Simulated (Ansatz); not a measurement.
# Counterpoise correction, worked out

The pair of SiNH5 (SMILES [SiH3]N, atoms 1–7) and PH3 (SMILES P, atoms 8–11), both closed shells, in one local arrangement (a lower one may exist), relaxed at PBE0-D4/def2-TZVP:

Si1  (0.088, -0.464, -1.488)
N2  (0.161, 1.207, -1.080)
H3  (1.317, -1.111, -0.961)
H4  (-1.119, -1.040, -0.840)
H5  (0.004, -0.775, -2.946)
H6  (-0.650, 1.788, -1.227)
H7  (1.004, 1.724, -1.270)
P8  (-0.773, -0.366, 2.532)
H9  (0.016, -1.465, 2.101)
H10  (0.129, -0.027, 3.575)
H11  (-0.178, 0.529, 1.604)
(Å)

Ansatz 0.2.0; basis: def2-TZVPPD; cores frozen in the correlated methods.

CCSD(T) total energies in eV:

| system | geometry | basis functions | energy |
| --- | --- | --- | --- |
| pair | pair | all | -18760.65478 |
| SiNH5 | as in the pair | all (partner as ghosts) | -9435.51622 |
| PH3 | as in the pair | all (partner as ghosts) | -9325.09470 |
| SiNH5 | as in the pair | its own | -9435.50826 |
| PH3 | as in the pair | its own | -9325.08649 |
| SiNH5 | free (PBE0-D4 minimum) | its own | -9435.50781 |
| PH3 | free (PBE0-D4 minimum) | its own | -9325.08633 |

**Question.** Work out the interaction energy with and without the counterpoise correction, the superposition error, and the binding energy from the relaxed fragments.

**Answer.** Without correction: -18760.65478 − (-9435.50826) − (-9325.08649) = -0.06003 eV.
With correction (each fragment in the whole basis): -18760.65478 − (-9435.51622) − (-9325.09470) = -0.04386 eV = -1.01 kcal/mol.
The superposition error is the difference, 0.01617 eV, 27 % of the uncorrected value: each fragment borrows its partner's functions.
Deformation from the free shapes: -0.00045 eV for SiNH5 and -0.00016 eV for PH3 (a small negative value is possible, since the free shapes are minima of another method).
Binding energy from relaxed fragments: -0.04386 + (-0.00045) + (-0.00016) = -0.04447 eV = -1.03 kcal/mol (electronic, without zero-point energy; negative means bound). For comparison, the corrected interaction energy by CCSD(T) at an estimated basis limit (MP2 extrapolated from triple and quadruple zeta, plus CCSD(T) − MP2 in triple zeta) is -0.056 eV; triple zeta with the correction binds less.

No T1 diagnostic of these runs exceeds 0.014.

For scale, one of the runs: CCSD(T)/def2-TZVPPD, 269 basis functions, launched by `ansatz run in.yaml --threads 4 --pin off --events-out ev --progress --plain --max-ram 9574MiB`. Hardware: 4 CPU threads of an Arm Neoverse N1, shared host. Wall time 2.7 min; peak host memory 6.4 GiB.
